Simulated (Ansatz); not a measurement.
# BSiC+ (triplet): from Hartree-Fock to the top rungs, cc-pVDZ

The task here is to estimate one member of a computed series from the others.

The runs use Ansatz 0.2.0, Gaussian basis; cc-pVDZ, core rule «outside noble gas», up to 7 orbitals frozen.

Plan: UHF; CCSD(T) on ROHF; CCSD(T) on UHF; BCCD(T) on ROHF; CISD; CCSDT(Q) on ROHF; CCSDT(Q) on UHF; CASSCF and MRCISD+Q, 10 electrons in 10 orbitals; CASSCF and NEVPT2, 10 electrons in 10 orbitals.

22 further runs of the same task are left out: 10 that didn't finish, 12 set aside as unsound or not needed.

## The geometry

The geometry is a PBE0/def2-TZVP stationary point (not a proven minimum) of the parent state, kept for this charge and spin.

3 atoms, charge 1, spin multiplicity 3.

Atoms are counted from 1 here; the program's logs count them from 0.

Bond lengths: B1–C2 1.370 Å, C2–Si3 1.676 Å. Angles: B1–C2–Si3 180.0°.

Geometry (Å):

```
B     0.0000    0.0000   -1.4721
C     0.0000    0.0000   -0.1021
Si    0.0000    0.0000    1.5743
```

The first run:

File in.yaml:

```yaml
crystal:
  periodic: [false, false, false]
  atoms:
    - {symbol: B, position_ang: [0.000000, 0.000000, -1.472133]}
    - {symbol: C, position_ang: [0.000000, 0.000000, -0.102133]}
    - {symbol: Si, position_ang: [0.000000, 0.000000, 1.574267]}
basis:
  gaussian: {orbitals: cc-pVDZ}
total_charge: 1
magnetization: {spin_polarized: true, initial_magnetization: 2}
hamiltonian: {xc: hf}
output: {orbitals: {seedname: orbitals}}
```

Run with:

```sh
$ ansatz run in.yaml --threads 1 --pin off --events-out ev --progress --plain --max-ram 2393MiB
```

Among the steps run: UHF; CCSD(T) on ROHF; CCSD(T) on UHF; BCCD(T) on ROHF; CISD; CCSDT(Q) on ROHF; CCSDT(Q) on UHF; CASSCF and MRCISD+Q, 10 electrons in 10 orbitals; CASSCF and NEVPT2, 10 electrons in 10 orbitals.

One of the session's tables, all rows but one given; the rest of the session is left out.

```
           method  from UCCSDT(Q) (kcal/mol)
             ROHF                    +150.37
              UHF                    +148.16
             RMP2                     +28.54
             UMP2                     +28.66
             CISD                     +19.43
            RCCSD                      +8.07
            UCCSD                      +7.99
         RCCSD(T)                      +1.67
         UCCSD(T)                          ?
          BCCD(T)                      +1.64
           RCCSDT                      +0.55
           UCCSDT                      +0.54
        RCCSDT(Q)                      +0.06
        UCCSDT(Q)                          0
  CASSCF frontier                    +102.40
  MRCISD frontier                     +10.67
MRCISD+Q frontier                      +1.55
```

**Question.** Estimate the row for UCCSD(T).

**Answer.** from UCCSDT(Q) (kcal/mol): +1.69. In the column «from UCCSDT(Q) (kcal/mol)» it lies between RCCSD(T) (+1.67) and UCCSD (+7.99).

Not comparable, so not listed: CASSCF and NEVPT2, 10 electrons in 10 orbitals (they don't share determinant, frozen orbitals or solution with the rows shown, or repeat one).

To keep in mind: Restricted and unrestricted rows rest on different reference determinants; where their highest levels disagree by more than a few hundredths of an eV, they describe different states and don't form one ladder. Warnings in the runs' records: passed over end.
